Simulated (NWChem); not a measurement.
Molecule: propane (C$_{3}$H$_{8}$); SMILES C(C)C

Problem. Give the equilibrium geometry at PBE0/def2-SVP (NWChem) as an XYZ file, with the point group.

Solution. point group C2v; any orientation.
```
11

C     -1.2711     0.0000     0.2571
C      0.0000     0.0000    -0.5789
C      1.2711     0.0000     0.2571
H     -2.1740     0.0000    -0.3728
H     -1.3212    -0.8875     0.9090
H     -1.3212     0.8875     0.9090
H      0.0000     0.8792    -1.2466
H      0.0000    -0.8792    -1.2466
H      2.1740     0.0000    -0.3728
H      1.3212     0.8875     0.9090
H      1.3212    -0.8875     0.9090
```
